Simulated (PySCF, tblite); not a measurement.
Isomers of C3H5O2 (doublet state). Method: GFN2-xTB as coded in tblite; computed harmonic values from a numerical Hessian at the method's own geometry, unscaled. This tight-binding method is rough: wavenumbers can miss measured ones by several per cent, in bad cases by 10 to 20. One conformer each. Open shells enter through the occupations alone, without spin polarisation, and single modes of such species can be off by tens of per cent.

Electronic energies: B3LYP/pcH-1 single points on the GFN2-xTB geometries (PySCF, gas phase).

```csv
SMILES,"electronic energy, lowest = 0 (kJ/mol)"
[CH2]C(=O)OC,0.0
CCO[C]=O,23.7
C[CH]OC=O,18.8
```

Question: How do GFN2-xTB zero-point energies change the relative energies?

Answer: 
```tsv
SMILES	ZPE (kJ/mol)	of it from modes above 1550 cm⁻¹	electronic (kJ/mol)	with ZPE, lowest = 0 (kJ/mol)	lowest mode (cm⁻¹)	rings
[CH2]C(=O)OC	192.1	101.2	0.0	0.0	73	0
C[CH]OC=O	192.0	99.7	18.8	18.8	68	0
CCO[C]=O	198.3	101.5	23.7	30.0	39	0
```

The zero-point energies span 6.3 kJ/mol, from `C[CH]OC=O` to `CCO[C]=O`. The order is unchanged.

Question: And how do the electronic energies of GFN2-xTB itself compare?

Answer: `[CH2]C(=O)OC` 6.8; `C[CH]OC=O` 0.0; `CCO[C]=O` 8.3 kJ/mol, lowest = 0. Against the energies above, taken from the same isomer `[CH2]C(=O)OC`, the largest difference is 25.6 kJ/mol.

Question: What do entropy and thermal enthalpy add at 298.15 K and 1 bar (rigid rotor, harmonic oscillator, one conformer each)?

Answer: 
```json
{"SMILES": "[CH2]C(=O)OC", "point group": "Cs", "symmetry number": "1", "S (J/(mol K))": "323.6", "H − H(0) (kJ/mol)": "18.28", "ZPE + H − H(0) − TS (kJ/mol)": "113.8"}
{"SMILES": "C[CH]OC=O", "point group": "Cs", "symmetry number": "1", "S (J/(mol K))": "329.8", "H − H(0) (kJ/mol)": "18.71", "ZPE + H − H(0) − TS (kJ/mol)": "112.4"}
{"SMILES": "CCO[C]=O", "point group": "C1", "symmetry number": "1", "S (J/(mol K))": "327.2", "H − H(0) (kJ/mol)": "17.89", "ZPE + H − H(0) − TS (kJ/mol)": "118.7"}
```

S holds R ln(2S + 1) for the spin.
